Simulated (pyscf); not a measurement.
`[NH2][Ta]([Cl])([Cl])([Cl])[Cl]` + `[ClH]` → `[NH2][Ta]([Cl])([Cl])([Cl])[Cl]` + `[ClH]` (four-centre exchange; singlet surface; Cl–Ta, Cl–H broken, Cl–Ta, Cl–H formed). Single points on ωB97X-D3(BJ)/def2-SVP structures (PySCF, gas phase). Energies in kcal/mol from the separated reactants.

```
level                   barrier  reaction energy
----------------------  -------  ---------------
ωB97X-D3(BJ)/def2-TZVP      8.9              0.0
PBE/def2-TZVP               9.9              0.0
r²SCAN/def2-TZVP              …              0.0
B3LYP-D3(BJ)/def2-TZVP        …              0.0
PBE0-D3(BJ)/def2-TZVP       9.2              0.0
ωB97M-D3(BJ)/def2-TZVP     13.3              0.0
```

### Question
Some entries are withheld; supply them.

### Answer

- r²SCAN/def2-TZVP, barrier: 9.4
- B3LYP-D3(BJ)/def2-TZVP, barrier: 11.1

The functionals in the table span 4.4 kcal/mol in this barrier, from ωB97X-D3(BJ) to ωB97M-D3(BJ). On the reactant side the descent ends in an adduct with a Cl–Ta contact, 3.1 kcal/mol under the separated species and 12.0 kcal/mol under the saddle at ωB97X-D3(BJ)/def2-TZVP. On the product side the descent ends in an adduct with a Cl–Ta contact, 3.1 kcal/mol under the separated species and 11.9 kcal/mol under the saddle at ωB97X-D3(BJ)/def2-TZVP. What is counted as formed (Cl–Ta) is already present as a longer contact in the reactant adduct; forming that adduct is a step of its own. What is counted as broken (Cl–Ta) persists as a longer contact in the product adduct; parting that adduct is a step of its own. The same reactants have a lower exit, to Cl–Ta(Cl)(Cl)(Cl)–Cl + NH₃ (barrier +3.3 kcal/mol at ωB97M-D3(BJ), against +13.3 kcal/mol here). One saddle was located; it need not be the lowest between these sides. Elements past Kr carry the def2 core potentials, without spin-orbit coupling.
